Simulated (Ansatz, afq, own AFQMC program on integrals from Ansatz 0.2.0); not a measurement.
# CN, doublet: AFQMC among the cluster methods

```xyz
2

N     0.0000    0.0000    0.0000
C     0.0000    0.0000    1.1601
```

Basis 6-31G. Only valence electrons are correlated. Ansatz 0.2.0 and our own AFQMC program on the same integrals; the CISD trial comes from CCSD amplitudes, and released means the phaseless constraint is let go. ± is one standard error of the sampling.

Determinant: UHF, the one that the program's search chose, which needn't be the lowest solution. The geometry is a PBE0/def2-TZVP stationary point of this or a neighbouring charge and spin state.

Full CI on the same integrals is exact in this basis and with this determinant's frozen core.

Cautions: strong correlation (T1 0.093, weight of the determinant 0.75, largest double 0.12); unrestricted determinant spin contaminated (⟨S²⟩ 1.22 against 0.75); the released energies are still falling, so no released level is given (meV from the phaseless value at times in 1/Eh: -21 ± 4 at 0.24, -27 ± 4 at 0.51, -38 ± 5 at 0.99, -44 ± 5 at 1.62, -49 ± 4 at 2.40).

```
T1 diagnostic                               : 0.0927
weight of the determinant in the CISD state : 0.751
⟨S²⟩ of the determinant                     : 1.217
size of the correlated space                : 9 electrons in 16 orbitals
```

Reference: full CI, correlation energy -5.471 eV. The cautions show a poor starting determinant, so the rows tell how each method copes with it here, and full CI is the sure value.

```json
{"level": "HF", "E − E(reference) (kJ/mol)": "527.9", "share of correlation (%)": "0.00"}
{"level": "MP2", "E − E(reference) (kJ/mol)": "132.1", "share of correlation (%)": "74.97"}
{"level": "CCSD", "E − E(reference) (kJ/mol)": "25.4", "share of correlation (%)": "95.19"}
{"level": "CCSD(T)", "E − E(reference) (kJ/mol)": "9.4", "share of correlation (%)": "98.21"}
{"level": "ph-AFQMC/CISD", "E − E(reference) (kJ/mol)": "2.8 ± 0.4", "share of correlation (%)": "99.47"}
```

A walk keeps the symmetry of its determinant, which the program's search chose and which needn't be the lowest solution, so a lower state of the same spin and another symmetry isn't excluded.
